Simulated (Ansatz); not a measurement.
A structure relaxed at PBE0-D4/def2-TZVP, charge 0, multiplicity 2:

```xyz
9

C    -0.3192   -0.4379    1.3832
S    -0.9196    0.1033   -0.1248
C     0.6105    0.0736   -1.0805
O    -1.3924    1.4973   -0.0461
H    -0.8122   -0.0430    2.2626
H     0.1600   -1.4096    1.4179
H     1.0331   -0.9314   -1.0545
H     1.2981    0.8045   -0.6561
H     0.3417    0.3430   -2.1016
```

Problem. Give its formula and SMILES.

Solution. C2H5OS, `[CH2]S(C)=O`.

Problem. Summarise the bond lengths by kind.

Solution. 2 × C–S 1.711 to 1.804 Å; 5 × C–H 1.083 to 1.091 Å; 1 × O–S 1.474 Å.

All numbers were calculated with Ansatz.
